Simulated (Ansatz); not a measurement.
# Al(CO)H3 (CH₃AlO): the relaxed shape and its frontier levels

Aim: characterise Al(CO)H3 (CH₃AlO) as a singlet: its structure, frontier levels and distribution of charge.

The runs use Ansatz 0.2.0, Gaussian basis; RKS PBE0-D4/def2-TZVP.

Plan: relaxation at PBE0-D4/def2-TZVP; a single point at PBE0-D4/def2-TZVP.

### Step 1. The starting structure

6 atoms, charge 0, spin multiplicity 1.

Atoms are counted from 1 here; the program's logs count them from 0.

Bond lengths: Al1–C2 2.094 Å, Al1–H4 1.577 Å, Al1–H5 1.545 Å, Al1–H6 1.577 Å, C2–O3 1.126 Å. Angles: C2–Al1–H4 78.4°, C2–Al1–H5 133.6°, C2–Al1–H6 78.3°, H4–Al1–H5 118.1°, H4–Al1–H6 119.8°, H5–Al1–H6 118.1°, Al1–C2–O3 141.2°.

The start is a GFN2-xTB geometry.

### Step 2. Optimising with PBE0-D4/def2-TZVP

in.yaml

```yaml
crystal:
  periodic: [false, false, false]
  atoms:
    - {symbol: Al, position_ang: [-0.199510, -0.012510, -0.765670]}
    - {symbol: C, position_ang: [0.178800, 0.454460, 1.239830]}
    - {symbol: O, position_ang: [0.582630, -0.003390, 2.185370]}
    - {symbol: H, position_ang: [1.364860, -0.193790, -0.688020]}
    - {symbol: H, position_ang: [-0.782320, 0.784950, -1.953560]}
    - {symbol: H, position_ang: [-1.144460, -1.029730, -0.017950]}
basis:
  gaussian: {orbitals: def2-TZVP}
hamiltonian: {xc: pbe0, dispersion: d4}
scf: {lower_state_search: "off"}
output: {orbitals: {seedname: orbitals}}
relax: {f_tol: 0.02, max_steps: 100}
```

Run with:

```bash
$ ansatz run in.yaml --threads 4 --pin off --events-out ev --progress --plain --max-ram 3916MiB
```

The runs that follow: Single point, PBE0-D4/def2-TZVP.

Q: Predict the results of all the runs planned. Wanted: point group; Al–C bond; HOMO, LUMO at PBE0-D4/def2-TZVP; dipole at PBE0-D4/def2-TZVP.

As calculated:

| quantity | value |
| --- | --- |
| point group | C3v |
| Al–C bond | 2.149 Å |
| HOMO, LUMO at PBE0-D4/def2-TZVP | -8.32, -2.18 eV |
| dipole at PBE0-D4/def2-TZVP | 1.96 D |

In words: The molecule keeps its bonding pattern by the stored test; the atoms moved 0.55 Å (rms), and the angle Al1–C2–O3 went from 141° to 180°. No usable vibrations, so a minimum isn't proven. The HOMO lies nearest to H5 56 %; H4, H6 about 15 % each and the LUMO to C2 61 %; O3 26 %.
